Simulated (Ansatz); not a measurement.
# A cut through the energy surface

C$_{4}$H$_{4}$ (SMILES C#CC=C), singlet, at its PBE0-D4/def2-TZVP minimum:

C1  (-1.076, 1.576, -0.900)
C2  (-0.332, 0.830, -0.320)
C3  (0.567, -0.018, 0.374)
C4  (0.457, -1.345, 0.424)
H5  (-1.740, 2.229, -1.415)
H6  (1.388, 0.475, 0.888)
H7  (1.177, -1.940, 0.972)
H8  (-0.350, -1.865, -0.078)
(Å)

The bond length C3–C4 (1.332 Å at the minimum) is set to the values below, the two halves moving rigidly along the bond. Each method's energies count from its own value at the PBE0-D4 minimum structure. Program: Ansatz 0.2.0. Basis: def2-TZVPP. Cores are frozen in the correlated methods. B3LYP uses VWN-RPA correlation.

| bond length (Å) | CCSD(T) (kcal/mol) | HF (kcal/mol) | B3LYP-D4 (kcal/mol) |
| --- | --- | --- | --- |
| 1.145 | ? | 32.80 | 35.14 |
| 1.185 | ? | 17.90 | 20.12 |
| 1.242 | 8.16 | 5.19 | 6.86 |
| 1.309 | 0.76 | -0.06 | 0.45 |
| 1.383 | ? | 2.77 | 1.46 |
| 1.464 | 7.41 | 12.82 | 8.99 |
| 1.549 | 18.76 | 28.26 | 21.32 |
| 1.638 | 33.23 | 47.51 | 36.91 |
| 1.732 | 49.66 | 69.48 | 54.67 |

Task: Fill in the withheld CCSD(T) values. (Judge from chemistry; the value comes from the calculation.)

Result: Computed: 38.31 kcal/mol at 1.145 Å; 22.45 kcal/mol at 1.185 Å; 0.82 kcal/mol at 1.383 Å. These count from the CCSD(T) energy at the PBE0-D4 minimum.

Minimum and curvature along this coordinate at CCSD(T): A fifth-order fit through the nearest points gives 1.344 Å, with a curvature of about 56 eV/Å².

Task: Treat the two halves as rigid bodies and work out the harmonic wavenumber of this stretch from that curvature (ν̃ = 521.5 √(k/μ) cm⁻¹ with k in eV/Å² and μ in u).

Result: The halves weigh 38.05 and 14.03 u, so μ = 38.05 × 14.03/52.08 = 10.250 u and ν̃ = 521.5 √(56/10.250) ≈ 1200 cm⁻¹. A true normal mode mixes in other motions, so this is a guide only.

Largest difference from the CCSD(T) curve over the scan: PBE-D4 0.65; r2SCAN-D4 3.87; PBE0-D4 7.62; wB97M-V 10.09 kcal/mol. Each curve counts from its own value at the minimum.

No T1 diagnostic of these runs exceeds 0.017. The restricted Hartree–Fock reference is unstable towards an unrestricted one here. A large double-excitation amplitude points to some diradical character; no triplet was computed.

For scale, one of the runs: CCSD(T)/def2-TZVPP, 180 basis functions (an equivalent command: `ansatz run in.yaml --threads 2`). Hardware: 2 CPU threads, shared host. Wall time 64 s; peak host memory 1.8 GiB.
